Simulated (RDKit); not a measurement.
RDKit input (MMFF94):

```python
from rdkit import Chem
from rdkit.Chem import AllChem, rdDetermineBonds

mol = Chem.MolFromXYZFile('mol.xyz')
rdDetermineBonds.DetermineBonds(mol, charge=0)
print('SMILES', Chem.MolToSmiles(Chem.RemoveHs(mol)))
ff = AllChem.MMFFGetMoleculeForceField(mol, AllChem.MMFFGetMoleculeProperties(mol))
e0 = ff.CalcEnergy()
flag = ff.Minimize(maxIts=5000, forceTol=1e-5)
print(f'energy {e0:.4f} -> {ff.CalcEnergy():.4f} kcal/mol, converged: {flag == 0}')
print(Chem.MolToXYZBlock(mol))
```
mol.xyz:
```
5

C     -0.00768397     0.00047609     0.45577993
H     -0.02591434     0.00160561     1.53712694
Cl     0.01488659     1.69164517    -0.08530085
Cl     1.45955078    -0.85759891    -0.05828251
Cl    -1.47020100    -0.83430874    -0.10769937
```

Output:

```
SMILES ClC(Cl)Cl
energy 0.1158 -> 0.0021 kcal/mol, converged: True
5

C     -0.007825    0.000485    0.464122
H     -0.026249    0.001626    1.557000
Cl     0.014965    1.681555   -0.094697
Cl     1.451021   -0.852499   -0.067839
Cl    -1.461274   -0.829348   -0.116962
```

The geometry given is a B3LYP-D3(BJ)/def2-TZVP minimum.
